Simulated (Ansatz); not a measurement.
Reaction (SMILES): [SiH3] (SiH3) → SiH3+ (singlet, bonded as [SiH3]) + e-
B3LYP-D3(BJ)/def2-TZVP geometries, fixed; electronic energies without zero-point terms.
Largest species:
```xyz
4

Si    -0.0021     0.0010     0.0803
H      0.0008     1.4066    -0.3921
H      1.2360    -0.7020    -0.3341
H     -1.2075    -0.7183    -0.3975
```
Charge 0, spin multiplicity 2.

Basis-set convergence of the adiabatic ionisation energy at PBE with Ansatz (an electronic-structure program). All functions are spherical. The program fits the integrals of some runs and decomposes those of others, by size. Open shells are unrestricted. No added dispersion term, no relativity. Functions are those of the species that has most. Reference: the value in pcseg-4, 8.205 eV, itself unsure by roughly 0.001 eV (its mean distance from aug-pcseg-3, aug-cc-pV(Q+d)Z, cc-pV(5+d)Z). Deviations are taken from unrounded values.

| basis | functions |
|---|---|
| pcseg-0 | 19 |
| pcseg-1 | 33 |
| cc-pV(D+d)Z | 38 |
| aug-pcseg-1 | 54 |
| pcseg-2 | 76 |
| cc-pV(T+d)Z | 81 |
| aug-pcseg-2 | 119 |
| cc-pV(Q+d)Z | 154 |
| pcseg-3 | 163 |
| aug-pcseg-3 | 236 |
| cc-pV(5+d)Z | 265 |
| pcseg-4 | 288 |

**Question.** Which is the smallest set listed that can be trusted to 0.1 eV here, that is, within that of the reference together with its larger relatives (same family, alike in diffuse functions; a set with none to test it counts only in the reference's own line)?

**Answer.** The smallest set listed that lies within 0.1 eV of the reference with all its larger relatives (same family, alike in diffuse functions; a set with none counts only in the reference's own line) is pcseg-1 (33 functions, 0.019 eV off). Value minus reference: pcseg-0 0.198, pcseg-1 0.019, cc-pV(D+d)Z -0.007, aug-pcseg-1 0.023, pcseg-2 -0.005, cc-pV(T+d)Z 0.004, aug-pcseg-2 0.000, cc-pV(Q+d)Z -0.001, pcseg-3 0.001, aug-pcseg-3 0.001, cc-pV(5+d)Z 0.001, pcseg-4 0.000 eV.
